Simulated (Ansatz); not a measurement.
A nudged elastic band was laid between two geometries of CH₂Cl₂O₂ (7 atoms, charge 0, multiplicity 1).

The calculation used Ansatz 0.2.0, RKS PBE0-D4/def2-SVP.

```
movable images  : 5
climbing image  : yes
spring          : 5.0 eV/Å²
optimiser       : quadratic models (default)
start path      : through a guess of the saddle point
force threshold : 0.03 eV/Å
iteration limit : 60
end points      : relaxed
```

Initial state:

```xyz
7
Properties=species:S:1:pos:R:3
O -0.531 0.708 0.834
C 0.015 0.110 -0.257
O 0.524 -1.126 -0.010
Cl -1.209 -0.123 -1.547
Cl 1.289 1.232 -0.834
H -1.264 0.150 1.132
H 1.237 -1.019 0.637
```

Final state:

```xyz
7
Properties=species:S:1:pos:R:3
O -1.086 0.581 0.589
C -0.121 0.067 -0.186
O 0.442 -1.003 0.419
Cl -0.854 -0.348 -1.764
Cl 1.201 1.307 -0.525
H -0.749 0.600 1.496
H 1.228 -1.273 -0.074
```

(1) What changes between the two ends?

(2) Give the energies along the band, and the barrier.

(3) What is the geometry of the highest image?

The band took 14 iterations and about 4 core-minutes.

Results:

(1) No bond is made or broken. The dihedral H6–O1–C2–Cl4 goes from 58 to 166°.

(2) It converged. The highest image is number 2 of 0 to 6, 0.046 eV above the first end and 0.128 eV above the last; the last end lies 0.082 eV below the first. The profile has 2 maxima (images 2, 5) with wells between them (image 4): this band takes more than one step, which may be the mechanism or a detour left from its start path. A vibrational analysis at the climbing image gives one clearly imaginary mode, 325i cm⁻¹: a first-order saddle point.

```json
{"image": "0", "path coordinate (Å)": "0.00", "energy (eV)": "0.000", "dihedral H6–O1–C2–Cl4 (°)": "58"}
{"image": "1", "path coordinate (Å)": "0.29", "energy (eV)": "0.021", "dihedral H6–O1–C2–Cl4 (°)": "68"}
{"image": "2", "path coordinate (Å)": "0.59", "energy (eV)": "0.046", "dihedral H6–O1–C2–Cl4 (°)": "77"}
{"image": "3", "path coordinate (Å)": "1.08", "energy (eV)": "-0.034", "dihedral H6–O1–C2–Cl4 (°)": "78"}
{"image": "4", "path coordinate (Å)": "1.57", "energy (eV)": "-0.079", "dihedral H6–O1–C2–Cl4 (°)": "85"}
{"image": "5", "path coordinate (Å)": "2.06", "energy (eV)": "-0.056", "dihedral H6–O1–C2–Cl4 (°)": "125"}
{"image": "6", "path coordinate (Å)": "2.56", "energy (eV)": "-0.082", "dihedral H6–O1–C2–Cl4 (°)": "166"}
```

(3) 
```xyz
7
Properties=species:S:1:pos:R:3:forces:R:3
O -0.690 0.798 0.774 0.00 0.00 0.00
C -0.027 0.124 -0.192 0.00 0.00 0.00
O 0.435 -1.084 0.233 0.00 0.00 0.00
Cl -1.117 -0.171 -1.610 0.00 0.00 0.00
Cl 1.326 1.168 -0.724 0.00 0.00 0.00
H -1.264 0.161 1.223 0.00 0.00 0.00
H 1.399 -1.064 0.249 0.00 0.00 0.00
```

Run time: 3.7 min on 1 thread of Arm Neoverse V2 (shared host), peak memory 0.18 GiB.
